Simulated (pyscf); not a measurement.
PySCF, gas phase, ωB97X-D3(BJ)/def2-SVP geometries.

For the elementary gas-phase step `[F][GeH2][F]` + `[FH]` -> `[F][GeH]([F])[F]` + `[H][H]` (singlet surface; Ge–H, F–H broken, F–Ge, H–H formed), what barrier and reaction energy does B3LYP-D3(BJ)/def2-TZVP give, measured from the separated reactants?

ΔE‡ = 1.41 eV, ΔE = -0.56 eV. ωB97M-D3(BJ)/def2-TZVP gives 1.45 eV and -0.54 eV. Zero-point energy shifts the barrier by -0.02 eV. It is a four-centre exchange, with an imaginary mode of 1170i cm⁻¹. On the reactant side the descent ends in a complex, 0.28 eV under the separated species and 1.71 eV under the saddle at ωB97X-D3(BJ)/def2-TZVP. At the saddle there is also a short Ge–H contact that neither side keeps. One saddle was located; it need not be the lowest between these sides. Elements up to Kr have no core potential and no relativistic terms here.
